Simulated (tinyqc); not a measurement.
Inside a calculation. Method: ROHF in the sto-3g basis, for LiH+, spin multiplicity 2. One step of it, computed by the program tinyqc.

Question. Iteration 3: Roothaan effective Fock matrix. With projectors Pc = D(beta) S, Po = (D(alpha) - D(beta)) S, Pv = 1 - D(alpha) S, the block xy is Px^T F Py; with Fc = (F(alpha) + F(beta))/2, the blocks are Fc for cc, oo, vv and cv, F(beta) for co and F(alpha) for ov.

F(alpha) (hartree), lower triangle:
```
            1Li 1s     1Li 2s    1Li 2px    1Li 2py    1Li 2pz      2H 1s
1Li 1s   -2.719316
1Li 2s   -0.727206  -0.439302
1Li 2px   0.000000   0.000000  -0.095162
1Li 2py   0.000000   0.000000   0.000000  -0.095162
1Li 2pz   0.000205  -0.116151   0.000000   0.000000  -0.254057
2H 1s    -0.111472  -0.346005   0.000000   0.000000  -0.437083  -0.731703
```

F(beta) (hartree), lower triangle:
```
            1Li 1s     1Li 2s    1Li 2px    1Li 2py    1Li 2pz      2H 1s
1Li 1s   -2.715653
1Li 2s   -0.726709  -0.364947
1Li 2px   0.000000   0.000000  -0.086981
1Li 2py   0.000000   0.000000   0.000000  -0.086981
1Li 2pz   0.000127  -0.013889   0.000000   0.000000  -0.110318
2H 1s    -0.110671  -0.147866   0.000000   0.000000  -0.150069  -0.046654
```

D(alpha) after iteration 2, lower triangle:
```
            1Li 1s    1Li 2s   1Li 2px   1Li 2py   1Li 2pz     2H 1s
1Li 1s    0.991240
1Li 2s    0.016277  0.032502
1Li 2px   0.000000  0.000000  0.000000
1Li 2py   0.000000  0.000000  0.000000  0.000000
1Li 2pz  -0.015156  0.035378  0.000000  0.000000  0.039608
2H 1s    -0.072199  0.147419  0.000000  0.000000  0.165348  0.690339
```

D(beta) after iteration 2, lower triangle:
```
            1Li 1s     1Li 2s   1Li 2px   1Li 2py    1Li 2pz     2H 1s
1Li 1s    0.984359
1Li 2s    0.031005   0.000977
1Li 2px   0.000000   0.000000  0.000000
1Li 2py   0.000000   0.000000  0.000000  0.000000
1Li 2pz   0.001352   0.000043  0.000000  0.000000   0.000002
2H 1s    -0.003279  -0.000103  0.000000  0.000000  -0.000005  0.000011
```

overlap S, lower triangle:
```
           1Li 1s    1Li 2s   1Li 2px   1Li 2py   1Li 2pz     2H 1s
1Li 1s   1.000000
1Li 2s   0.241137  1.000000
1Li 2px  0.000000  0.000000  1.000000
1Li 2py  0.000000  0.000000  0.000000  1.000000
1Li 2pz  0.000000  0.000000  0.000000  0.000000  1.000000
2H 1s    0.035112  0.323325  0.000000  0.000000  0.448156  1.000000
```

Give: effective F.

Answer.

effective F (hartree), lower triangle:
```
         1Li 1s  1Li 2s  1Li 2px  1Li 2py  1Li 2pz   2H 1s
1Li 1s   -2.718
1Li 2s   -0.727  -0.369
1Li 2px   0.000   0.000   -0.091
1Li 2py   0.000   0.000    0.000   -0.091
1Li 2pz   0.000  -0.025    0.000    0.000   -0.136
2H 1s    -0.110  -0.217    0.000    0.000   -0.264  -0.424
```
